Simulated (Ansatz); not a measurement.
# AlPH (doublet): from Hartree-Fock to the top rungs, cc-pVDZ

One table from this session's results is given with a row withheld; the runs are named, their logs left out.

Computed with Ansatz 0.2.0, Gaussian basis. Level: cc-pVDZ, core rule «outside noble gas», up to 10 orbitals frozen.

The runs, in order: UHF; CCSD(T) on ROHF; CCSD(T) on UHF; BCCD(T) on ROHF; CISD; CCSDT(Q) on ROHF; CCSDT(Q) on UHF; CCSDTQ on ROHF; CCSDTQ on UHF.

16 further runs of the same task are left out: 11 for a known fault of the program, 5 set aside as unsound or not needed.

## What is computed

The geometry is a PBE0/def2-TZVP stationary point (not a proven minimum) of the parent state, kept for this charge and spin.

3 atoms, charge 0, spin multiplicity 2.

Atoms are counted from 1 here; the program's logs count them from 0.

Bond lengths: Al1–P2 2.392 Å, P2–H3 1.430 Å. Angles: Al1–P2–H3 98.4°.

As a file:

```xyz
3
charge 0, multiplicity 2
Al    0.0000    0.0348    1.3006
P     0.0000   -0.0736   -1.0887
H     0.0000    1.3304   -1.3605
```

Set-up of the first run:

in.yaml

```yaml
crystal:
  periodic: [false, false, false]
  atoms:
    - {symbol: Al, position_ang: [0.000000, 0.034843, 1.300562]}
    - {symbol: P, position_ang: [0.000000, -0.073644, -1.088657]}
    - {symbol: H, position_ang: [0.000000, 1.330368, -1.360548]}
basis:
  gaussian: {orbitals: cc-pVDZ}
magnetization: {spin_polarized: true, initial_magnetization: 1}
hamiltonian: {xc: hf}
output: {orbitals: {seedname: orbitals}}
```

Run with:

```
ansatz run in.yaml --threads 1 --pin off --events-out ev --progress --plain --max-ram 2816MiB --backend cpu
```

Among the steps run: UHF; CCSD(T) on ROHF; CCSD(T) on UHF; BCCD(T) on ROHF; CISD; CCSDT(Q) on ROHF; CCSDT(Q) on UHF; CCSDTQ on ROHF; CCSDTQ on UHF.

One table of the session follows, with a row left open; its other results are not shown here.

| method | from UCCSDTQ (kcal/mol) |
| --- | --- |
| ROHF | +117.95 |
| UHF | +115.29 |
| RMP2 | +26.14 |
| UMP2 | +27.70 |
| CISD | +13.58 |
| RCCSD | ? |
| UCCSD | +4.28 |
| RCCSD(T) | +0.94 |
| UCCSD(T) | +0.95 |
| BCCD(T) | +0.93 |
| RCCSDT | +0.25 |
| UCCSDT | +0.25 |
| RCCSDT(Q) | +0.03 |
| UCCSDT(Q) | +0.01 |
| RCCSDTQ | 0.00 |
| UCCSDTQ | 0 |

Estimate the missing values for RCCSD.

The run gave: from UCCSDTQ (kcal/mol): +4.33. In the column «from UCCSDTQ (kcal/mol)» it lies between UCCSD (+4.28) and CISD (+13.58).

Limits of these values: Restricted and unrestricted rows rest on different reference determinants; where their highest levels disagree by more than a few hundredths of an eV, they describe different states and don't form one ladder.
